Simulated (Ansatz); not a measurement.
**Two structures, one formula**

Two relaxed structures of CH₂BSi, doublet (PBE0-D4/def2-TZVP; forces vanish, vibrations not checked).

A:

```
5
angstrom
B 0.4817 -0.3764 -0.2923
C -0.5499 0.4292 0.3336
Si -1.7619 1.3764 1.0688
H 0.1969 -1.3906 -0.8693
H 1.6332 -0.0387 -0.2410
```

B:

```
5
angstrom
B 0.5636 0.2692 -0.1894
C -0.4261 -0.1139 0.7575
Si -1.1262 1.4369 0.2594
H -0.5966 -0.9560 1.4182
H 1.4945 0.3618 -0.9084
```

Computed with Ansatz 0.2.0 (basis: def2-TZVPP); correlated methods freeze the cores; orbitals are unrestricted. B3LYP uses VWN-RPA correlation.

Problem. Which structure is lower at CCSD(T), and by how much? (To be estimated.)

Solution. Computed: B, by 0.858 eV (electronic energy, against the other). By their contacts, A is CH₂BSi ([BH2][C][Si]) and B is CH₂BSi ([BH]1[CH][Si]1).

All methods give the same order:

```json
{"method": "PBE-D4", "E(B) − E(A) (eV)": "-0.864"}
{"method": "r2SCAN-D4", "E(B) − E(A) (eV)": "-0.882"}
{"method": "PBE0-D4", "E(B) − E(A) (eV)": "-0.943"}
{"method": "B3LYP-D4", "E(B) − E(A) (eV)": "-0.671"}
{"method": "wB97M-V", "E(B) − E(A) (eV)": "-0.807"}
{"method": "HF", "E(B) − E(A) (eV)": "-0.533"}
{"method": "MP2", "E(B) − E(A) (eV)": "-1.007"}
{"method": "CCSD", "E(B) − E(A) (eV)": "-0.814"}
{"method": "CCSD(T)", "E(B) − E(A) (eV)": "-0.858"}
```

No T1 diagnostic of these runs exceeds 0.023. ⟨S²⟩ of the unrestricted Hartree–Fock references: 0.76 to 0.79 (a pure state has 0.75).

Labels in which every atom is bracketed show which atoms are joined, not bond orders.

For scale, one of the runs: CCSD(T)/def2-TZVPP, 132 basis functions, launched by `ansatz run in.yaml --threads 2 --pin off --events-out ev --progress --plain --max-ram 4352MiB`. Time: 26 s of wall clock on 2 CPU threads of an Arm Neoverse V1; the host was shared. Peak host memory: 1.4 GiB.
